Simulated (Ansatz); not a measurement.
Geometry optimisation, UKS PBE0/def2-SVP (Ansatz).

input.yaml

```yaml
crystal:
  periodic: [false, false, false]
  atoms:
    - { symbol: Si, position_ang: [-1.1476, -0.3982, 0.2437] }
    - { symbol: Si, position_ang: [0.7487, 0.8769, -1.0042] }
    - { symbol: H, position_ang: [-1.2267, -1.1704, -0.993] }
    - { symbol: H, position_ang: [-2.3355, -0.9671, 0.9459] }
    - { symbol: H, position_ang: [-1.0731, 0.8713, 0.9706] }
    - { symbol: H, position_ang: [1.0224, -0.5654, 0.1554] }
    - { symbol: S, position_ang: [0.6008, -1.8091, 1.3867] }
    - { symbol: H, position_ang: [-0.3047, 1.1996, -1.984] }
    - { symbol: H, position_ang: [1.9539, 0.7636, -1.8304] }
    - { symbol: H, position_ang: [0.9112, 2.1077, -0.2164] }
    - { symbol: H, position_ang: [0.8506, -0.9088, 2.3255] }
magnetization:
  spin_polarized: true
basis:
  gaussian: { orbitals: def2-SVP }
hamiltonian:
  xc: pbe0
relax:
  f_tol: 0.15
  max_steps: 25
  restrain:
    - { distance: [0, 6], at: 3.46, k: 30.0 }
    - { distance: [5, 1], at: 2.72, k: 30.0 }
    - { distance: [0, 1], at: 2.22, k: 30.0 }
    - { distance: [5, 6], at: 1.36, k: 30.0 }
```

Launched with:

```bash
$ ansatz run input.yaml --threads 2 --pin off --max-ram 3072MiB --backend cpu --events-out ev --progress --plain --runs-dir out
```

Where does it end, and by what steps?

The run converged. The restraints hold the end off the free minimum. After 17 steps the energy has fallen by 2.542 eV (the restraints' own energy left out); H5 moved furthest, 2.22 Å. Joined: H6–S7 (1.80 → 1.36 Å).

| step | energy less start (eV) | largest force component (eV/Å) | accepted |
| --- | --- | --- | --- |
| 0 | 0.0000 | 2.585 | yes |
| 1 | 0.8791 | 2.584 | yes |
| 2 | 1.3352 | 2.982 | yes |
| 3 | 1.3471 | 3.088 | yes |
| 4 | 0.3900 | 2.000 | yes |
| 5 | -0.3947 | 1.205 | yes |
| 6 | -1.0349 | 1.108 | yes |
| 7 | -1.5261 | 1.350 | yes |
| 8 | -1.8744 | 1.473 | yes |
| 9 | -2.0888 | 1.629 | yes |
| 10 | -2.2124 | 1.546 | yes |
| 11 | -2.3200 | 1.437 | yes |
| 12 | -2.4021 | 1.303 | yes |
| 13 | -2.4604 | 1.217 | yes |
| 14 | -2.4985 | 1.179 | yes |
| 15 | -2.5174 | 1.268 | yes |
| 16 | -2.5341 | 1.112 | yes |
| 17 | -2.5417 | 1.170 | yes |

```xyz
11
Properties=species:S:1:pos:R:3
Si -1.492 0.009 -0.108
Si 0.438 0.946 -0.820
H -1.698 -1.365 -0.654
H -1.601 -0.017 1.381
H -2.629 0.852 -0.610
H 1.880 -1.022 0.396
S 1.134 -1.864 1.152
H 0.173 2.135 -1.691
H 1.264 -0.007 -1.625
H 1.273 1.421 0.330
H 1.258 -1.087 2.249
```

Run time: 49 s on 2 threads of Arm Neoverse V2, with other jobs on the host, peak memory 0.27 GiB.
